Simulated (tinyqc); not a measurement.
The basis set: RHF and MP2 along a ladder of basis sets, for H2O, spin multiplicity 1. Computed by the program tinyqc with PySCF. Command: `OMP_NUM_THREADS=1 python tinyqc.py 110117 110118 out.jsonl`; one thread of a shared host (Intel(R) Xeon(R) Processor @ 2.60GHz), about 2 s.

Geometry (angstrom):

| atom | x | y | z |
|---|---|---|---|
| O | 0.0000 | 0.0000 | 0.0000 |
| H | 0.0000 | 0.7020 | 0.5870 |
| H | 0.0000 | -0.7020 | 0.5870 |

Same geometry throughout; the dipole is taken about the origin.

RHF and frozen-core MP2 in a ladder of bases:

| basis | functions | E(RHF) (hartree) | E(MP2 corr) (hartree) | HOMO (eV) | LUMO (eV) | dipole (debye) |
|---|---|---|---|---|---|---|
| sto-3g | 7 | -74.951742 | -0.032705 | -10.8233 | 17.8333 | 1.8112 |
| 3-21g | 13 | -75.577272 | -0.117996 | -13.1753 | 7.4796 | 2.4897 |
| 6-31g | 13 | -75.977834 | -0.124142 | -13.7654 | 5.7506 | 2.6832 |
| 6-31g** | 24 | -76.019967 | -0.191729 | -13.6462 | 6.0734 | 2.2160 |
| cc-pvdz | 24 | -76.023888 | -0.199101 | -13.5494 | 5.1989 | 2.0769 |
| aug-cc-pvdz | 41 | -76.038661 | -0.215972 | -13.9949 | 0.9716 | 2.0308 |
| cc-pvtz | 58 | -76.054989 | -0.258877 | -13.8636 | 3.9518 | 2.0557 |

From cc-pVDZ to cc-pVTZ the RHF energy falls by 31.1 mhartree and the correlation energy by 59.8. If valence correlation converges as X^-3, (27 E(T) - 8 E(D))/19 gives -0.2840 hartree, a rough estimate from such small X that usually falls short; STO-3G holds about 12 % of it. Beyond STO-3G the LUMO moves by 6.5 eV and the HOMO by 0.8 eV; diffuse functions lower the positive LUMO sharply, since an unbound virtual level tracks the most diffuse function.
